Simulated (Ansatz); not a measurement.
Molecule: phosphine, PH$_{3}$, net charge 0, singlet state. 
Coordinates optimised at B3LYP-D3(BJ)/def2-TZVP (Ansatz, a program for electronic structure):
```xyz
4

P      0.0029     0.0016     0.1282
H     -0.0038     1.1839    -0.6561
H      1.0120    -0.6137    -0.6568
H     -1.0521    -0.5944    -0.6098
```
Charge 0, spin multiplicity 1.

Total electronic energies in hartree. Valence correlation only, unless marked. No spin-orbit coupling. No relativistic terms. FCI takes restricted orbitals. CBS marks a two-point X^-3 extrapolation of the correlation energy; Hartree-Fock from the larger set. The bracket is a focal-point correction in the basis named.

| level | program | energy (Eh) |
|---|---|---|
| HF/def2-TZVPPD | Ansatz | -342.48402 |
| HF/def2-QZVPPD | Ansatz | -342.49404 |
| RI-HF/cc-pV(Q+d)Z | Ansatz | -342.49364 |
| RI-MP2/CBS(def2-TZVPPD,def2-QZVPPD) | Ansatz | -342.6854 |
| SCS-MP2/aug-cc-pV(D+d)Z | Ansatz | -342.62713 |
| CCSD(T) with core electrons (1s frozen past Ne)/cc-pwCVTZ | Ansatz | -342.96092 |
| FCI/STO-3G | Ansatz | -338.69721 |
| RI-MP2/CBS(aug-cc-pV(T+d)Z,aug-cc-pV(Q+d)Z)+[CCSD(T)-MP2]/aug-cc-pV(T+d)Z | Ansatz | -342.7203 |
| CCSD(T)/CBS(aug-cc-pV(T+d)Z,aug-cc-pV(Q+d)Z) | Ansatz | -342.7171 |

Totals of different functionals don't rank their quality; only differences between species are comparable.
